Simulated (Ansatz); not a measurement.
The same path of H₃SSi (5 atoms, charge 0, multiplicity 2) was run twice with different band settings. The coordinate that changes most is the dihedral H3–Si1–S2–H5.

Theory: UKS PBE0-D4/def2-SVP (Ansatz).

Relaxed end points:

```xyz
5
Properties=species:S:1:pos:R:3
Si -0.097 -0.697 -0.305
S 0.271 1.416 -0.289
H -0.106 -1.273 1.081
H -1.444 -0.849 -0.938
H 1.425 1.330 0.410
```

```xyz
5
Properties=species:S:1:pos:R:3
Si 0.029 -0.764 -0.018
S 0.623 1.226 0.519
H -0.469 -1.375 1.253
H -1.057 -0.765 -1.054
H 0.924 1.604 -0.743
```

Common settings: movable images 7; climbing image yes; spring 5.0 eV/Å²; optimiser quadratic models (default); force threshold 0.05 eV/Å; iteration limit 60; end points relaxed.

| run | start path |
| --- | --- |
| 1 | IDPP |
| 2 | straight line |

Question: What does each run give, and how far can it be trusted?

Answer: Run 1: converged after 5 iterations, highest image 0.093 eV above the first end. A vibrational analysis at the climbing image gives one clearly imaginary mode, 285i cm⁻¹: a first-order saddle point.
Run 2: converged after 7 iterations, highest image 0.093 eV above the first end. Another band between the same ends (7 images) ends at a top of the same energy, where a vibrational analysis finds 1 clearly imaginary mode.
